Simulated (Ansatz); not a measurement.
Relaxed structures of CH$_{3}$AlF (charge -1), closed shell (PBE0-D4/def2-TZVPD; forces vanish, vibrations not checked; lower isomers may exist, and structures with a doubtful reference or unclear bonds are left out; Å). Ansatz 0.2.0; basis: def2-TZVPPD; cores frozen in the correlated methods.

Task: Rank them by CCSD(T) energy, lowest first, and give each one's height above the lowest. Links in brackets join atoms within 1.22 times the sum of their covalent radii (1.1 for two metals). (An estimate is asked for; the value comes from the calculation.)
A.
CH₃AlF ([CH2][AlH][F]), total charge -1
```
6
angstrom
F -1.0672 -0.0591 -1.9315
C 0.0295 -1.5236 0.6229
Al -0.2270 -0.0672 -0.4480
H 0.5829 -1.4375 1.5611
H -0.3198 -2.5406 0.4397
H 0.2906 1.4436 -0.1783
```
B.
CH₃AlF ([F][CH2][AlH]), total charge -1
```
6
angstrom
F -0.9792 -1.5297 -0.5905
C -0.1503 -0.8382 0.3493
Al 0.5594 1.0626 -0.0178
H 0.7043 -1.5110 0.5402
H -0.1489 1.2815 -1.5275
H -0.7199 -0.8296 1.2954
```
C.
CH₃AlF ([F][CH][AlH2]), total charge -1
```
6
angstrom
F -0.7500 -1.8309 -0.7536
C -0.1439 -0.9395 0.1508
Al 0.1501 0.8675 -0.1006
H 0.1278 -1.5112 1.0434
H -0.2548 1.7094 -1.4250
H 0.8707 1.7047 1.0849
```

Result: Computed: A (0.0 kJ/mol), B (268.8 kJ/mol), C (287.9 kJ/mol). Heights count from the lowest.

No T1 diagnostic of these runs exceeds 0.018. The restricted Hartree–Fock reference is unstable towards an unrestricted one at one or more of these structures.

For scale, one of the runs: CCSD(T)/def2-TZVPPD, 176 basis functions, launched by `ansatz run in.yaml --threads 2 --pin off --events-out ev --progress --plain --max-ram 4352MiB`. The run took 27 s on 2 CPU threads of an Arm Neoverse V2 (shared host), with 1.6 GiB of host memory at its peak.
